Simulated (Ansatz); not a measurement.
# MgSi (singlet): wave-function methods side by side, cc-pVDZ

One table from this session's results is given with a row withheld; the runs are named, their logs left out.

Method: cc-pVDZ, core rule «outside noble gas», up to 10 orbitals frozen; program: Ansatz 0.2.0, Gaussian basis.

Plan: UHF; CCSD(T) on RHF; CCSD(T) on UHF; BCCD(T) on RHF; CISD; CCSDT(Q) on RHF; CCSDT(Q) on UHF; CISDTQ; CCSDTQ on RHF; Full CI.

20 further runs of the same task are left out: 7 for a known fault of the program, 6 that didn't finish, 7 set aside as unsound or not needed.

## What is computed

The geometry is a PBE0/def2-TZVP stationary point (not a proven minimum).

2 atoms, charge 0, spin multiplicity 1.

Atoms are counted from 1 here; the program's logs count them from 0.

Bond lengths: Si1–Mg2 2.532 Å.

The first run:

in.yaml

```yaml
crystal:
  periodic: [false, false, false]
  atoms:
    - {symbol: Si, position_ang: [0.000000, 0.000000, 0.000000]}
    - {symbol: Mg, position_ang: [0.000000, 0.000000, 2.532400]}
basis:
  gaussian: {orbitals: cc-pVDZ}
magnetization: {spin_polarized: true, initial_magnetization: 0}
hamiltonian: {xc: hf}
output: {orbitals: {seedname: orbitals}}
```

On the command line:

```
ansatz run in.yaml --threads 1 --pin off --events-out ev --progress --plain --max-ram 2393MiB
```

Steps of the session up to this table: UHF; CCSD(T) on RHF; CCSD(T) on UHF; BCCD(T) on RHF; CISD; CCSDT(Q) on RHF; CCSDT(Q) on UHF; CISDTQ; CCSDTQ on RHF; Full CI.

One table of the session follows, with a row left open; its other results are not shown here.

```
   method  from FCI (kJ/mol)
      RHF             +384.3
     RMP2             +119.3
     CISD              +67.0
    RCCSD              +40.4
 RCCSD(T)                  ?
  BCCD(T)              +20.6
   RCCSDT               +7.4
   CISDTQ               +6.0
RCCSDT(Q)               +0.4
  RCCSDTQ               +0.3
      FCI                  0
```

Q: Estimate the row for RCCSD(T) from the others.

The run gave: from FCI (kJ/mol): +20.2. In the column «from FCI (kJ/mol)» it lies between RCCSDT (+7.4) and BCCD(T) (+20.6).

Left out of the table: UHF, UMP2, UCCSD, UCCSD(T), UCCSDT, UCCSDT(Q) (another determinant or state than the rows shown).

Limits of these values: The report flags that the cluster equations may have other roots. The program flags RCCSDT(Q), RCCSDTQ as in doubt, so those rows may rest on another solution; read them beside their warnings.
